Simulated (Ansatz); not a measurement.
We consider bcc Mo, described by rVV10 (PAW; Ansatz, a first-principles code).

Settings: plane-wave cutoff 520 eV, 24×24×24 k mesh, Fermi–Dirac smearing 0.05 eV, no spin polarisation, scalar-relativistic PAW data made under PBE.

Energies at three volumes about the minimum:

| V (Å³/atom) | E − E_lowest (meV/atom) |
|---|---|
| 15.809 | 5.29 |
| 16.132 | 0.00 |
| 16.454 | 4.90 |

Fit a parabola by hand: where is the minimum, what lattice constant follows, and what is the bulk modulus?

Slopes: (0.00 − 5.29)/(16.132 − 15.809) = -16.378 and (4.90 − 0.00)/(16.454 − 16.132) = 15.217 meV/Å³. Curvature E″ = 2 × (15.217 − (-16.378))/(16.454 − 15.809) = 97.969 meV/Å⁶. From the middle of the first interval, the slope vanishes at V0 = 15.9705 − (-16.378)/97.969 = 16.138 Å³/atom. B = V0 E″ = 16.138 × 97.969 meV/Å³ × 0.1602 GPa per meV/Å³ = 253 GPa. With 2 atoms in the cube, a = (2 × 16.138)^(1/3) = 3.184 Å. The full Birch–Murnaghan fit to all volumes gives V0 = 16.132 Å³/atom and B0 = 253 GPa.

Measured, for comparison: bulk modulus 265 GPa (zero-point energy and finite temperature contributions removed, sources range from 265 to 278; as tabulated in doi:10.1021/acs.jctc.3c00612); lattice constant a 3.141 Å (static lattice: zero-point anharmonic expansion removed; as tabulated in Mejia-Rodriguez and Trickey (2018), arXiv:1807.09216). Computed less measured: bulk modulus -4.5 % (-4.5 % to -9 % over the range).
